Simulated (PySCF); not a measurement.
Species: CHO (doublet state).
Numbering: `[CH:1]=[O:2]` (hydrogens: H3 on C1)

Structure used (GFN2-xTB), in Å, numbered top down from 1:
```xyz
3
CHO angstrom
C     -0.033    0.335   -0.003
O      1.043   -0.149   -0.012
H     -0.998   -0.189    0.002
```

Computed with PySCF 2.14.0, UKS B3LYP, pcH-1 on C H O, non-relativistic, mean-field spin-orbit, GIAO. Isolated species at its GFN2-xTB geometry, gas phase. Couplings are sensitive to structure, and on GFN2-xTB geometries they can be far from those on DFT ones.

Principal values of hyperfine tensors in MHz (contact and dipolar terms together), for some of the nuclei:

```
atom  isotope       A1      A2      A3
  C1      13C   341.96  345.81  489.11
  O2      17O  -153.46   19.49   26.92
```

Problem. Split each tensor into its isotropic and traceless parts, and turn a_iso into mT with g = 2.0002.

Solution. a_iso = (A1 + A2 + A3)/3, Ti = Ai − a_iso; 1 mT corresponds to 27.996 MHz.

```csv
atom,a_iso (MHz),a_iso (mT),T1,T2,T3
C1,392.29,14.013,-50.33,-46.49,96.82
O2,-35.68,-1.275,-117.77,55.17,62.60
```

Problem. What spin density at the nucleus of C1 lies behind its contact coupling (g_N = 1.40482)?

Solution. a_FC = 800.24 MHz bohr³ × g_N × ρ(0)/(2S). With a_FC = 392.29 MHz and 2S = 1, ρ(0) = 0.349 bohr⁻³.

Problem. H3 (1H, g_N = 5.58569) isn't in the table. Its spin density at the nucleus is 0.07647 bohr⁻³. What is its contact coupling?

Solution. By the same relation, a_FC = 341.8 MHz. Its full tensor has the principal values 324.31, 335.30, 365.82 MHz.

Problem. Name the largest traceless tensor T of the table and describe it.

Solution. O2: -117.8, 55.2, 62.6 MHz, nearly axial, close to the ratio +1:+1:−2.

Problem. In a single crystal, with the field along each principal axis of the tensor of C1 in turn, what first-order splitting does this nucleus give (isotropic g, quadrupole terms neglected)?

Solution. 2 lines (I = 1/2), spaced by |A_i|/(g × 13.996): 12.21, 12.35, 17.47 mT along the axes of A1, A2 and A3.

Time: 2.0 s. Hardware: x86-64 server, one thread, on a shared host.
